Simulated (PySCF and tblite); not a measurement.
The numbers below are computed, except where a source is named.
## Rotation: stationary points, barriers and rates

System: C4H4ClF, numbered as in [CH2:1]=[C:2]([F:3])[C:4](=[CH2:5])[Cl:6].

Motion: rotation about the C2–C4 bond (torsion C1–C2–C4–C5 from -180° to -22°, rising). Geometries: GFN2-xTB; energies: PBE0/pcSseg-1 + D3(BJ), IEF-PCM tetrahydrofuran; zero-point and thermal terms from GFN2-xTB harmonic modes (soft modes blended into free rotors). Rates follow Eyring's equation with the number of equivalent paths and no tunnelling. Programs: tblite and PySCF.

```json
{"point": "start", "symmetry": "Cs", "E(GFN2) kcal/mol": "0.0", "E(DFT) kcal/mol": "0.0", "ZPE change kcal/mol": "0.00", "lowest mode cm⁻¹": "58", "dipole D": "0.22"}
{"point": "saddle", "symmetry": "C1", "E(GFN2) kcal/mol": "4.9", "E(DFT) kcal/mol": "5.3", "ZPE change kcal/mol": "-0.15", "lowest mode cm⁻¹": "56i", "dipole D": "2.58"}
{"point": "end", "symmetry": "C1", "E(GFN2) kcal/mol": "3.2", "E(DFT) kcal/mol": "3.3", "ZPE change kcal/mol": "-0.06", "lowest mode cm⁻¹": "36", "dipole D": "3.31"}
```

| Property | Result |
| --- | --- |
| Electronic barrier | 5.3 kcal/mol |
| Barrier with zero-point energy | 5.2 kcal/mol |
| ΔH‡ (298 K) | 4.8 kcal/mol |
| ΔS‡ (298 K, symmetry apart) | -2.4 cal/(mol K) |
| Paths | 2 equivalent paths |
| End point | a different minimum |
| Mean lifetime of the start against this motion at 298 K | 840 ps |
| Cost | 37 s on 1 thread of Arm Neoverse V1 (shared host) (rough), peak memory 0.68 GiB, launched as `OMP_NUM_THREADS=1 python ens_run.py task.json out` |

| T/K | ΔG‡ kcal/mol | k s⁻¹ | ΔG kcal/mol | k back s⁻¹ |
| --- | --- | --- | --- | --- |
| 200 | 5.3 | 1.2×10⁷ | 3.1 | 1.6×10¹⁰ |
| 250 | 5.4 | 2×10⁸ | 3.1 | 5.1×10¹⁰ |
| 298 | 5.5 | 1.2×10⁹ | 3.1 | 1.1×10¹¹ |
| 350 | 5.6 | 4.9×10⁹ | 3.1 | 2×10¹¹ |
| 400 | 5.7 | 1.3×10¹⁰ | 3.0 | 3.1×10¹¹ |

ΔG and ΔG‡ leave out symmetry numbers and mirror images; rates count paths: 2 out, 1 back.
